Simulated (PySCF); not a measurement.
**Simulated absorption spectrum**

Compound: C3H10NP.
InChI=1S/C3H10NP/c1-5(2,3)4/h4H,1-3H3

Theory: TDDFT PBE0/def2-SVPD, vertical, gas phase, core orbitals frozen in the response in PySCF. Geometry: GFN2-xTB; no solvent, vibrations or thermal averaging.

Each state is given a Gaussian of 0.5 eV full width at half maximum, with ε(max) = 2.175×10⁸ f / Δν̃ (Δν̃ the width in cm⁻¹). The width is an assumption, not a result. The curve ends short of the highest state used, and states not computed would add to its high-energy end.

E (eV), ε (L mol⁻¹ cm⁻¹) and a bar:
```
     4.75          4 
     4.80          9 
     4.85         19 
     4.90         39 
     4.95         73 #
     5.00        131 #
     5.05        222 ##
     5.10        357 ####
     5.15        542 #####
     5.19        728 #######
     5.24       1000 ##########
     5.29       1301 #############
     5.34       1600 ################
     5.39       1863 ###################
     5.44       2051 #####################
     5.49       2137 #####################
     5.54       2106 #####################
     5.59       1964 ####################
     5.64       1733 #################
     5.69       1448 ##############
     5.74       1147 ###########
     5.78        919 #########
     5.83        673 #######
     5.88        487 #####
     5.93        372 ####
     5.98        332 ###
     6.03        371 ####
     6.08        490 #####
     6.13        690 #######
     6.18        964 ##########
     6.23       1302 #############
     6.28       1679 #################
     6.33       2065 #####################
     6.37       2353 ########################
     6.42       2659 ###########################
     6.47       2877 #############################
     6.52       2989 ##############################
     6.57       2995 ##############################
     6.62       2905 #############################
     6.67       2741 ###########################
     6.72       2524 #########################
     6.77       2277 #######################
     6.82       2021 ####################
     6.87       1774 ##################
```

Question: Locate the maxima and give the states behind the curve.

Answer: 225 nm (5.50 eV), ε about 2100, made up of S1 (100%); 189 nm (6.55 eV), ε about 3000, made up of S3 (69%) and S4 (21%) (ε in L mol⁻¹ cm⁻¹; maxima over ε = 5, shares over 10%). The states used: S1 5.50 eV (f 0.040); S2 6.43 eV (f 0.0054); S3 6.48 eV (f 0.040); S4 6.78 eV (f 0.022); S5 6.86 eV (f 0.0021); S6 6.96 eV (f 0.0005); S7 7.32 eV (f 0.020); S8 7.47 eV (f 0.0053).

Question: What would ε be at 6.55 eV, the highest of these maxima, with half the width (0.25 eV)?

Answer: About 4100 L mol⁻¹ cm⁻¹ against 3000, a factor of about 1.4; a lone state at its own centre would give exactly 2.

Question: On this curve, what absorbance would a 10⁻³ mol/L sample give at 248 nm over a 1 cm path?

Answer: 248 nm is 4.999 eV, where ε is about 130 L mol⁻¹ cm⁻¹, so A = ε c l ≈ 0.13 (Beer–Lambert, with the gas-phase spectrum and the assumed width).

Question: Coming from long wavelengths, where does ε first pass 100 L mol⁻¹ cm⁻¹?

Answer: At about 249 nm (4.98 eV), 0.52 eV below S1.

Hardware: one thread of an x86-64 server, shared host. Cost: 20 s wall (with the writing of density and orbital grids).
